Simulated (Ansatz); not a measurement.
I need a short molecular-dynamics run of AlClH2N, SMILES [NH2][Al][Cl]. Use Ansatz 0.2.0, Python API. Level of theory (for the species named): PBE, def2-SVP basis, multiplicity 2.

`alclh2n.xyz`
```text
5

N    -0.87950    0.27920   -0.25200
Al    0.20800   -0.46340    1.05320
Cl    2.05650   -1.45110    0.42620
H    -0.88820    1.35910   -0.06640
H    -0.44690    0.20250   -1.20240
```

`alclh2n.py`:
```python
# -*- coding: utf-8 -*-
import ansatz as az
import numpy as np


def main():
    molecule = az.Crystal.molecule_from_extxyz("alclh2n.xyz")

    calc = molecule.calculation().basis(gaussian="def2-SVP").functional("PBE").spin("collinear", total=1)
    symbols = [site.symbol for site in molecule.cartesian_sites]
    start = np.array([site.position_ang for site in molecule.cartesian_sites], dtype=float)
    r = calc.relax(force_tolerance=0.02, max_steps=100).run().report
    end = np.array(r["positions_ang"])
    minimum = az.Crystal.molecule()
    for symbol, place in zip(symbols, end):
        minimum = minimum.atom(symbol, place.tolist())

    calc = (
        minimum.calculation()
        .basis(gaussian="def2-SVP")
        .functional("PBE")
        .spin("collinear", total=1)
        .md("nvt_nose_hoover", timestep=0.5, steps=20, temperature=300, initial_velocities="maxwell_boltzmann", seed=39, thermostat_time=20)
    )
    frames = []
    res = calc.session().plan().execute(on_event=lambda e: frames.append(e["data"]) if e["event"] == "md_step" else None)
    print("t (fs)   E_pot (eV)      E_kin (eV)   T (K)   d(0-1) (A)")
    for f in frames[::3]:
        xyz = np.array(f["positions_ang"])
        print(f"{f['time_fs']:6.2f} {f['lagrangian_ev']:14.5f} {f['e_kin_ev']:10.5f} {f['temperature_k']:8.1f} {np.linalg.norm(xyz[0] - xyz[1]):9.4f}")
    kept = np.array([f["conserved_ev"] for f in frames])
    print(f"conserved energy moves by at most {1000 * np.ptp(kept):.3f} meV")
    symbols = [site.symbol for site in molecule.cartesian_sites]
    with open("last_frame.xyz", "w") as handle:
        handle.write(f"{len(symbols)}\nt = {frames[-1]['time_fs']} fs\n")
        handle.writelines("{:2s} {:10.5f} {:10.5f} {:10.5f}\n".format(s, *xyz) for s, xyz in zip(symbols, frames[-1]["positions_ang"]))


if __name__ == "__main__":
    main()
```

```console
$ python alclh2n.py
t (fs)   E_pot (eV)      E_kin (eV)   T (K)   d(0-1) (A)
  0.00   -20625.95046    0.11633    300.0    1.7860
  1.50   -20625.94254    0.10851    279.8    1.7864
  3.00   -20625.92962    0.09576    247.0    1.7878
  4.50   -20625.92170    0.08805    227.1    1.7904
  6.00   -20625.91440    0.08127    209.6    1.7940
  7.50   -20625.91215    0.07979    205.8    1.7978
  9.00   -20625.91853    0.08711    224.6    1.8012
conserved energy moves by at most 0.215 meV
```

File `last_frame.xyz` afterwards:
```text
5
t = 10.0 fs
N    -0.59500    0.50673   -0.22046
Al    0.40808   -0.31951    1.02959
Cl    1.95157   -1.67978    0.47220
H    -1.23961    1.29994   -0.11999
H    -0.56913    0.23122   -1.20964
```

What to keep in mind:
- Total energies depend on the basis set; only differences at equal settings carry meaning.
- The trajectory is only some femtoseconds long, so its temperature is not equilibrated; where the script doesn't relax first, it starts from a rough generated geometry.
- The species is open-shell (spin multiplicity 2).
- The temperature counts the internal degrees of freedom alone.
- It ran for 31 s on 1 thread of Intel(R) Xeon(R) 6975P-C (Granite Rapids), on a shared host, peak memory 0.22 GiB.

(A comment or docstring line of the script was reworded after the run, the code is as it ran; lines on the test bed's own set-up are left out of the output.)
